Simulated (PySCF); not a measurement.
HS, SMILES [SH], multiplicity 2. The structure is a stationary point at PBE-D3(BJ)/def2-TZVPD.

### Question
Give the equilibrium geometry at PBE-D3(BJ)/def2-TZVPD (PySCF confirms it by a frequency run) as a Z-matrix, and its point group. (Estimate from the structure and the level; the computed values follow.)

### Answer
point group C∞v.
```
S
H 1 1.3572
```
Charge 0, spin multiplicity 2.
